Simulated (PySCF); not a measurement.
C₄H₉N.
Numbering: `[H]/[N:5]=[C:3](\[CH2:2][CH3:1])[CH3:4]` (hydrogens: H6, H7, H8 on C1; H9, H10 on C2; H11, H12, H13 on C4; H14 on N5)

The same species was optimised twice, with GFN2-xTB and with PBE0-D3(BJ)/def2-SVP (PySCF), and the same property calculations (PySCF, gas phase) were run on both structures.

```
     coordinate  GFN2-xTB  PBE0-D3(BJ)/def2-SVP  change
      C3=N5 (Å)     1.258                 1.272  +0.014
     C4–H11 (Å)     1.088                 1.102  +0.014
     C4–H12 (Å)     1.089                 1.102  +0.013
      C1–H7 (Å)     1.088                 1.101  +0.013
      C1–H8 (Å)     1.088                 1.101  +0.013
      C1–H6 (Å)     1.088                 1.100  +0.012
     C2–H10 (Å)     1.092                 1.104  +0.012
     C4–H13 (Å)     1.085                 1.097  +0.012
      C2–H9 (Å)     1.094                 1.103  +0.009
     N5–H14 (Å)     1.019                 1.026  +0.007
      C3–C4 (Å)     1.496                 1.501  +0.005
      C1–C2 (Å)     1.530                 1.527  -0.003
      C2–C3 (Å)     1.512                 1.514  +0.002
  C3–N5–H14 (°)     115.1                 109.9    -5.2
   C1–C2–C3 (°)     110.3                 112.6    +2.3
  H9–C2–H10 (°)     108.5                 106.8    -1.7
 H11–C4–H12 (°)     108.0                 106.8    -1.2
   C2–C1–H7 (°)     110.8                 111.8    +1.0
   H6–C1–H7 (°)     108.4                 107.5    -0.9
   C2–C3–N5 (°)     125.5                 124.6    -0.9
  C3–C4–H12 (°)     109.6                 110.5    +0.9
C1–C2–C3–C4 (°)        86                    77      -9
```

Rotational constants: A = 7470, B = 3839, C = 3024 MHz (GFN2-xTB) against A = 7404, B = 3802, C = 2957 MHz (PBE0-D3(BJ)/def2-SVP). Point groups within 0.08 Å: C1 and C1.

On the GFN2-xTB structure: lowest singlet, TDDFT (eV) 5.41 [wB97X-D/def2-SVPD]; lowest triplet, Tamm–Dancoff (eV) 4.70 [wB97X-D/def2-SVPD]; isotropic polarisability (au) 56.9 [wB97X-D/def2-SVPD]; HOMO (eV) -9.08 [wB97X-D/def2-SVPD]; LUMO (eV) 1.95 [wB97X-D/def2-SVPD]; dipole (D) 2.49 [wB97X-D/def2-SVPD]; HOMO (eV) -7.09 [PBE0/pcSseg-1]; LUMO (eV) 0.33 [PBE0/pcSseg-1]; dipole (D) 2.38 [PBE0/pcSseg-1]; GIAO shielding of C1 (ppm) 170.9 [PBE0/pcSseg-1]; GIAO shielding of C2 (ppm) 146.9 [PBE0/pcSseg-1]; GIAO shielding of C3 (ppm) 2.5 [PBE0/pcSseg-1]; GIAO shielding of C4 (ppm) 159.5 [PBE0/pcSseg-1]; GIAO shielding of N5 (ppm) -76.6 [PBE0/pcSseg-1].

Q: What do these properties become on the PBE0-D3(BJ)/def2-SVP structure?

A: 
```tsv
property	level	on GFN2-xTB	on PBE0-D3(BJ)/def2-SVP	change
lowest singlet, TDDFT (eV)	wB97X-D/def2-SVPD	5.41	5.52	+0.11
lowest triplet, Tamm–Dancoff (eV)	wB97X-D/def2-SVPD	4.70	4.78	+0.08
isotropic polarisability (au)	wB97X-D/def2-SVPD	56.9	57.8	+0.9
HOMO (eV)	wB97X-D/def2-SVPD	-9.08	-9.30	-0.22
LUMO (eV)	wB97X-D/def2-SVPD	1.95	1.84	-0.11
dipole (D)	wB97X-D/def2-SVPD	2.49	2.63	+0.14
energy, GFN2-xTB geometry as zero (kcal/mol)	wB97X-D/def2-SVPD	0.0	-1.0	-1.0
HOMO (eV)	PBE0/pcSseg-1	-7.09	-7.31	-0.22
LUMO (eV)	PBE0/pcSseg-1	0.33	0.19	-0.14
dipole (D)	PBE0/pcSseg-1	2.38	2.52	+0.14
energy, GFN2-xTB geometry as zero (kcal/mol)	PBE0/pcSseg-1	0.0	-0.9	-0.9
GIAO shielding of C1 (ppm)	PBE0/pcSseg-1	170.9	169.5	-1.4
GIAO shielding of C2 (ppm)	PBE0/pcSseg-1	146.9	143.2	-3.7
GIAO shielding of C3 (ppm)	PBE0/pcSseg-1	2.5	-1.9	-4.4
GIAO shielding of C4 (ppm)	PBE0/pcSseg-1	159.5	159.2	-0.3
GIAO shielding of N5 (ppm)	PBE0/pcSseg-1	-76.6	-85.2	-8.6
```

The heavy atoms differ by 0.055 Å rms after alignment. Among all bonds C1–H7, C1–H8, C3=N5, C4–H11 and C4–H12 change most and about equally (+0.013 to +0.014 Å). Changes are differences of the printed values. Neither structure is proved a minimum here.

The values belong to the conformer `[H]/[N:5]=[C:3](\[CH2:2][CH3:1])[CH3:4]`: C1–C2–C3–C4 77°.

Note: wB97X-D ran without an empirical dispersion term, which enters the total energy and its gradient alone.
